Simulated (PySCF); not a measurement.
# PH3: electronic structure in real space, part 2 of 2

For PH3, the scripts below analyse its density (charges, bond critical points, surface potential), localise its valence orbitals and measure its response to a uniform field.

PySCF 2.14.0; Gaussian basis, gas phase. The steps go on from the part before.

## 6. Response to an electric field (B3LYP/def2-svpd)

Input file input.py:

```python
import numpy as np
from pyscf import gto, scf, dft
from pyscf.scf import atom_ks, atom_hf
from scipy.linalg import block_diag

def solve(mol, dm0=None, hcore=None):
    mf = (dft.UKS if mol.spin else dft.RKS)(mol, xc='b3lyp')
    mf.grids.level = 3
    mf = mf.density_fit(auxbasis='def2-universal-jkfit')
    mf.conv_tol, mf.max_cycle = 1e-8, 80
    if hcore is not None:
        mf.get_hcore = lambda *args: hcore
    mf.kernel(dm0)
    if not mf.converged:
        mf = mf.newton().run(mf.mo_coeff, mf.mo_occ, max_cycle=30)
    assert mf.converged, 'SCF not converged'
    return mf

mol = gto.M(atom='''
P     -0.00003     0.00000     0.12805
H     -1.09956     0.35152    -0.64047
H      0.85446     0.77663    -0.64009
H      0.24560    -1.12815    -0.64021
''', basis='def2-svpd', charge=0, spin=0, verbose=4)
field = np.array([-0.0, -0.0, -0.01])  # atomic units
mol.set_common_orig(mol.atom_charges() @ mol.atom_coords() / mol.atom_charges().sum())
mf = solve(mol)
out = dict(dm0=mf.make_rdm1(), d0=mf.dip_moment(unit='AU'), e0=mf.e_tot)
for name, sign in (('p', 1), ('m', -1)):
    h = mf.get_hcore() + sign * np.einsum('x,xij->ij', field, mol.intor('int1e_r'))
    mi = solve(mol, mf.make_rdm1(), h)
    out.update({'dm' + name: mi.make_rdm1(), 'd' + name: mi.dip_moment(unit='AU'), 'e' + name: mi.e_tot})
# spherically averaged free atoms, for the promolecule
atm = atom_ks.get_atm_nrks(mol, xc='b3lyp')
pro = block_diag(*[(atm[a[0]][2] * atm[a[0]][3]) @ atm[a[0]][2].T for a in mol._atom])
np.savez('result.npz', pro=pro, **out)
```

Run with:

```bash
OMP_NUM_THREADS=1 python input.py
```

What it wrote:

```text
[ENV] PYSCF_TMPDIR <dir>
[ENV] PYSCF_MAX_MEMORY 1375
[INPUT] verbose = 4
[INPUT] num. atoms = 4
[INPUT] num. electrons = 18
[INPUT] charge = 0
[INPUT] spin (= nelec alpha-beta = 2S) = 0
[INPUT] symmetry False subgroup None
[INPUT] Mole.unit = angstrom
[INPUT] Symbol           X                Y                Z      unit          X                Y                Z       unit  Magmom
[INPUT]  1 P     -0.000030000000   0.000000000000   0.128050000000 AA   -0.000056691784   0.000000000000   0.241979430251 Bohr   0.0
[INPUT]  2 H     -1.099560000000   0.351520000000  -0.640470000000 AA   -2.077867257527   0.664276527307  -1.210312891000 Bohr   0.0
[INPUT]  3 H      0.854460000000   0.776630000000  -0.640090000000 AA    1.614695384396   1.467618000121  -1.209594795073 Bohr   0.0
[INPUT]  4 H      0.245600000000  -1.128150000000  -0.640210000000 AA    0.464116736193  -2.131894527428  -1.209821562208 Bohr   0.0

nuclear repulsion = 17.9648354029813
number of shells = 22
number of NR pGTOs = 72
number of NR cGTOs = 48
basis = def2-svpd
ecp = {}

******** <class 'pyscf.df.df_jk.DFRKS'> ********
method = DFRKS
initial guess = minao
damping factor = 0
level_shift factor = 0
DIIS = <class 'pyscf.scf.diis.CDIIS'>
diis_start_cycle = 1
diis_space = 8
diis_damp = 0
SCF conv_tol = 1e-08
SCF conv_tol_grad = None
SCF max_cycles = 80
direct_scf = False
XC library pyscf.dft.libxc version 7.0.0
    S. Lehtola, C. Steigemann, M. J.T. Oliveira, and M. A.L. Marques.,  SoftwareX 7, 1–5 (2018)
XC functionals = b3lyp
    P. J. Stephens, F. J. Devlin, C. F. Chabalowski, and M. J. Frisch.,  J. Phys. Chem. 98, 11623 (1994)
radial grids:
    Treutler-Ahlrichs [JCP 102, 346 (1995); DOI:10.1063/1.469408] (M4) radial grids

becke partition: Becke, JCP 88, 2547 (1988); DOI:10.1063/1.454033
pruning grids: <function nwchem_prune at 0x75c959863600>
grids dens level: 3
symmetrized grids: False
atomic radii adjust function: <function treutler_atomic_radii_adjust at 0x75c959863ba0>
small_rho_cutoff = 0
Set gradient conv threshold to 0.0001
Initial guess from minao.
tot grids = 48608
******** <class 'pyscf.df.df.DF'> ********
auxbasis = def2-universal-jkfit
init E= -342.91533952105
  HOMO = -0.300322805820263  LUMO = -0.00945718189993017  gap/eV = 7.91486
cycle= 1 E= -343.053482483048  delta_E= -0.138  |g|= 0.0742  |ddm|= 1.78
  HOMO = -0.26532124443063  LUMO = 0.0265133660717782  gap/eV = 7.94122
cycle= 2 E= -343.054663837527  delta_E= -0.00118  |g|= 0.0563  |ddm|= 0.421
  HOMO = -0.28117727998195  LUMO = 0.0221784227411335  gap/eV = 8.25473
cycle= 3 E= -343.055758580161  delta_E= -0.00109  |g|= 0.00668  |ddm|= 0.132
  HOMO = -0.280672544601139  LUMO = 0.0218572628326901  gap/eV = 8.23226
cycle= 4 E= -343.055771326061  delta_E= -1.27e-05  |g|= 0.00182  |ddm|= 0.0138
  HOMO = -0.280827934415127  LUMO = 0.0219507189492907  gap/eV = 8.23903
cycle= 5 E= -343.0557726617  delta_E= -1.34e-06  |g|= 0.000226  |ddm|= 0.00318
  HOMO = -0.280807495399011  LUMO = 0.0219386994340702  gap/eV = 8.23814
cycle= 6 E= -343.055772684436  delta_E= -2.27e-08  |g|= 5.25e-06  |ddm|= 0.000421
  HOMO = -0.280807326962658  LUMO = 0.0219386545165894  gap/eV = 8.23814
cycle= 7 E= -343.055772684446  delta_E= -9.95e-12  |g|= 2.77e-07  |ddm|= 1.18e-05
  HOMO = -0.280807471996009  LUMO = 0.0219386096764196  gap/eV = 8.23814
Extra cycle  E= -343.055772684449  delta_E= -2.39e-12  |g|= 8.05e-08  |ddm|= 1.82e-06
converged SCF energy = -343.055772684449
Dipole moment(X, Y, Z, A.U.):  0.00003, -0.00000, -0.24512

******** <class 'pyscf.df.df_jk.DFRKS'> ********
method = DFRKS
initial guess = minao
damping factor = 0
level_shift factor = 0
DIIS = <class 'pyscf.scf.diis.CDIIS'>
diis_start_cycle = 1
diis_space = 8
diis_damp = 0
SCF conv_tol = 1e-08
SCF conv_tol_grad = None
SCF max_cycles = 80
direct_scf = False
XC library pyscf.dft.libxc version 7.0.0
    S. Lehtola, C. Steigemann, M. J.T. Oliveira, and M. A.L. Marques.,  SoftwareX 7, 1–5 (2018)
XC functionals = b3lyp
    P. J. Stephens, F. J. Devlin, C. F. Chabalowski, and M. J. Frisch.,  J. Phys. Chem. 98, 11623 (1994)
radial grids:
    Treutler-Ahlrichs [JCP 102, 346 (1995); DOI:10.1063/1.469408] (M4) radial grids

becke partition: Becke, JCP 88, 2547 (1988); DOI:10.1063/1.454033
pruning grids: <function nwchem_prune at 0x75c959863600>
grids dens level: 3
symmetrized grids: False
atomic radii adjust function: <function treutler_atomic_radii_adjust at 0x75c959863ba0>
small_rho_cutoff = 0
Overwritten attributes  get_hcore  of <class 'pyscf.df.df_jk.DFRKS'>
Set gradient conv threshold to 0.0001
tot grids = 48608
******** <class 'pyscf.df.df.DF'> ********
auxbasis = def2-universal-jkfit
init E= -343.058223899927
  HOMO = -0.287702240763401  LUMO = 0.0223730793488306  gap/eV = 8.43758
cycle= 1 E= -343.059226111831  delta_E= -0.001  |g|= 0.0329  |ddm|= 0.147
  HOMO = -0.278431417397971  LUMO = 0.0231405055318969  gap/eV = 8.20619
cycle= 2 E= -343.05935883467  delta_E= -0.000133  |g|= 0.0291  |ddm|= 0.12
  HOMO = -0.283579717485781  LUMO = 0.0225454904025768  gap/eV = 8.33009
cycle= 3 E= -343.059694595759  delta_E= -0.000336  |g|= 0.00159  |ddm|= 0.0521
  HOMO = -0.283273031972018  LUMO = 0.0226798387742231  gap/eV = 8.32540
cycle= 4 E= -343.059695420313  delta_E= -8.25e-07  |g|= 0.000217  |ddm|= 0.00379
  HOMO = -0.283326342890916  LUMO = 0.0226587496628849  gap/eV = 8.32628
cycle= 5 E= -343.059695437945  delta_E= -1.76e-08  |g|= 1.43e-05  |ddm|= 0.000559
  HOMO = -0.283324234363058  LUMO = 0.0226591984475126  gap/eV = 8.32623
cycle= 6 E= -343.059695438045  delta_E= -1e-10  |g|= 6.88e-07  |ddm|= 8.88e-05
  HOMO = -0.283324544169214  LUMO = 0.0226590943342422  gap/eV = 8.32624
Extra cycle  E= -343.059695438046  delta_E= -1.25e-12  |g|= 4.94e-07  |ddm|= 3.58e-06
converged SCF energy = -343.059695438046
Dipole moment(X, Y, Z, A.U.):  0.00003, -0.00000, -0.53960

******** <class 'pyscf.df.df_jk.DFRKS'> ********
method = DFRKS
initial guess = minao
damping factor = 0
level_shift factor = 0
DIIS = <class 'pyscf.scf.diis.CDIIS'>
diis_start_cycle = 1
diis_space = 8
diis_damp = 0
SCF conv_tol = 1e-08
SCF conv_tol_grad = None
SCF max_cycles = 80
direct_scf = False
XC library pyscf.dft.libxc version 7.0.0
    S. Lehtola, C. Steigemann, M. J.T. Oliveira, and M. A.L. Marques.,  SoftwareX 7, 1–5 (2018)
XC functionals = b3lyp
    P. J. Stephens, F. J. Devlin, C. F. Chabalowski, and M. J. Frisch.,  J. Phys. Chem. 98, 11623 (1994)
radial grids:
    Treutler-Ahlrichs [JCP 102, 346 (1995); DOI:10.1063/1.469408] (M4) radial grids

becke partition: Becke, JCP 88, 2547 (1988); DOI:10.1063/1.454033
pruning grids: <function nwchem_prune at 0x75c959863600>
grids dens level: 3
symmetrized grids: False
atomic radii adjust function: <function treutler_atomic_radii_adjust at 0x75c959863ba0>
small_rho_cutoff = 0
Set gradient conv threshold to 0.0001
tot grids = 48608
******** <class 'pyscf.df.df.DF'> ********
auxbasis = def2-universal-jkfit
init E= -343.053321468969
  HOMO = -0.274451211647198  LUMO = 0.0136226109115722  gap/eV = 7.83889
cycle= 1 E= -343.054300489599  delta_E= -0.000979  |g|= 0.0339  |ddm|= 0.146
  HOMO = -0.285331239947274  LUMO = 0.0156666159681409  gap/eV = 8.19057
cycle= 2 E= -343.054411351084  delta_E= -0.000111  |g|= 0.0313  |ddm|= 0.123
  HOMO = -0.279549077939056  LUMO = 0.0153993920179465  gap/eV = 8.02596
cycle= 3 E= -343.054795823557  delta_E= -0.000384  |g|= 0.0016  |ddm|= 0.0563
  HOMO = -0.279837073741676  LUMO = 0.0151975678556071  gap/eV = 8.02830
cycle= 4 E= -343.054796660052  delta_E= -8.36e-07  |g|= 0.000207  |ddm|= 0.00371
  HOMO = -0.279790134801164  LUMO = 0.0152169756345906  gap/eV = 8.02755
cycle= 5 E= -343.054796677046  delta_E= -1.7e-08  |g|= 1.83e-05  |ddm|= 0.000518
  HOMO = -0.279793853667507  LUMO = 0.0152157265050263  gap/eV = 8.02762
cycle= 6 E= -343.054796677195  delta_E= -1.49e-10  |g|= 5e-07  |ddm|= 9.16e-05
  HOMO = -0.279793761760956  LUMO = 0.0152157891082529  gap/eV = 8.02762
Extra cycle  E= -343.054796677196  delta_E= -1.25e-12  |g|= 1.41e-07  |ddm|= 3.17e-06
converged SCF energy = -343.054796677196
Dipole moment(X, Y, Z, A.U.):  0.00002, -0.00000,  0.05046
Spherically averaged atomic KS for {'P', 'H'}

******** <class 'pyscf.scf.atom_ks.AtomSphAverageRKS'> ********
method = AtomSphAverageRKS
initial guess = vsap
damping factor = 0
level_shift factor = 0
diis_start_cycle = 1
diis_space = 12
SCF conv_tol = 1e-09
SCF conv_tol_grad = None
SCF max_cycles = 50
direct_scf = True
direct_scf_tol = 1e-13
XC library pyscf.dft.libxc version 7.0.0
    S. Lehtola, C. Steigemann, M. J.T. Oliveira, and M. A.L. Marques.,  SoftwareX 7, 1–5 (2018)
XC functionals = b3lyp
    P. J. Stephens, F. J. Devlin, C. F. Chabalowski, and M. J. Frisch.,  J. Phys. Chem. 98, 11623 (1994)
radial grids:
    Treutler-Ahlrichs [JCP 102, 346 (1995); DOI:10.1063/1.469408] (M4) radial grids

becke partition: Becke, JCP 88, 2547 (1988); DOI:10.1063/1.454033
pruning grids: <function nwchem_prune at 0x75c959863600>
grids dens level: 3
symmetrized grids: False
atomic radii adjust function: <function treutler_atomic_radii_adjust at 0x75c959863ba0>
User specified grid scheme (100, 434)
small_rho_cutoff = 0
Set gradient conv threshold to 3.16228e-05
tot grids = 24272
init E= -323.085910709664
cycle= 1 E= -323.087884939368  delta_E= -0.00197  |g|=    0  |ddm|= 0.207
cycle= 2 E= -323.088063340686  delta_E= -0.000178  |g|=    0  |ddm|= 0.0947
cycle= 3 E= -323.088102350872  delta_E= -3.9e-05  |g|=    0  |ddm|= 0.042
cycle= 4 E= -323.088111293266  delta_E= -8.94e-06  |g|=    0  |ddm|= 0.0201
cycle= 5 E= -323.088113349241  delta_E= -2.06e-06  |g|=    0  |ddm|= 0.00961
cycle= 6 E= -323.088113821698  delta_E= -4.72e-07  |g|=    0  |ddm|= 0.00461
cycle= 7 E= -323.088113930297  delta_E= -1.09e-07  |g|=    0  |ddm|= 0.00221
cycle= 8 E= -323.088113955257  delta_E= -2.5e-08  |g|=    0  |ddm|= 0.00106
cycle= 9 E= -323.088113960994  delta_E= -5.74e-09  |g|=    0  |ddm|= 0.000508
cycle= 10 E= -323.088113962312  delta_E= -1.32e-09  |g|=    0  |ddm|= 0.000243
cycle= 11 E= -323.088113962697  delta_E= -3.85e-10  |g|=    0  |ddm|= 6.68e-05
Extra cycle  E= -323.088113962704  delta_E= -7.16e-12  |g|=    0  |ddm|= 1.78e-05
Atomic HF for atom  P  converged. SCF energy = -323.088113962704

******** <class 'pyscf.scf.atom_ks.AtomSphAverageRKS'> ********
method = AtomSphAverageRKS
initial guess = vsap
damping factor = 0
level_shift factor = 0
diis_start_cycle = 1
diis_space = 12
SCF conv_tol = 1e-09
SCF conv_tol_grad = None
SCF max_cycles = 50
direct_scf = True
direct_scf_tol = 1e-13
XC library pyscf.dft.libxc version 7.0.0
    S. Lehtola, C. Steigemann, M. J.T. Oliveira, and M. A.L. Marques.,  SoftwareX 7, 1–5 (2018)
XC functionals = b3lyp
    P. J. Stephens, F. J. Devlin, C. F. Chabalowski, and M. J. Frisch.,  J. Phys. Chem. 98, 11623 (1994)
radial grids:
    Treutler-Ahlrichs [JCP 102, 346 (1995); DOI:10.1063/1.469408] (M4) radial grids

becke partition: Becke, JCP 88, 2547 (1988); DOI:10.1063/1.454033
pruning grids: <function nwchem_prune at 0x75c959863600>
grids dens level: 3
symmetrized grids: False
atomic radii adjust function: <function treutler_atomic_radii_adjust at 0x75c959863ba0>
User specified grid scheme (100, 434)
small_rho_cutoff = 0
Set gradient conv threshold to 3.16228e-05
tot grids = 26240
init E= 17.5275744980084
cycle= 1 E= 17.519091512162  delta_E= -0.00848  |g|=    0  |ddm|= 0.231
cycle= 2 E= 17.5190052177784  delta_E= -8.63e-05  |g|=    0  |ddm|= 0.0232
cycle= 3 E= 17.5190041004825  delta_E= -1.12e-06  |g|=    0  |ddm|= 0.00264
cycle= 4 E= 17.5190040862885  delta_E= -1.42e-08  |g|=    0  |ddm|= 0.000298
cycle= 5 E= 17.5190040861078  delta_E= -1.81e-10  |g|=    0  |ddm|= 3.36e-05
Extra cycle  E= 17.5190040861055  delta_E= -2.3e-12  |g|=    0  |ddm|= 3.79e-06
Atomic HF for atom  H  converged. SCF energy = 17.5190040861055
```

Run time: 3.5 s. Hardware: 1 thread of AMD EPYC 7R13 (Zen 3), shared host; peak memory 0.21 GiB.

## 7. Post-processing

Change of the density in a field of 0.51 V/Å.

The induced dipole is 0.75 D (along the field); α along this axis, from the fields in both directions, is 30 bohr³ (4.4 Å³).

## 8. What came out

This closing draws on all 2 parts.

```
                                               quantity           value
                         dipole moment (PBE0/def2-tzvp)          0.73 D
                            HOMO, LUMO (PBE0/def2-tzvp)  -7.89, 0.90 eV
localised occupied orbitals above −45 eV (HF/def2-svpd)               4
       polarisability along the field (B3LYP/def2-svpd)      29.5 bohr³
```

What this shows: At PBE0/def2-tzvp: The highest Hirshfeld charge is on P1 (+0.04 e), the lowest on H2, H3 and H4 (−0.01 e). Measured dipole moment of H3P: 0.57395 D (quoted in “Spectroscopic parameters of phosphine, PH3, in its ground vibrational state”, 2013, arxiv:1305.1138). This calculation gives 0.73 D (+0.15 D). 2 values of this kind are on record in papers (0.57395 to 0.58 D); this one was drawn at random among those near their median, those with a stated uncertainty first. The geometry is from GFN2-xTB, and vibration is left out. All values hold at the given geometry, in the gas phase.
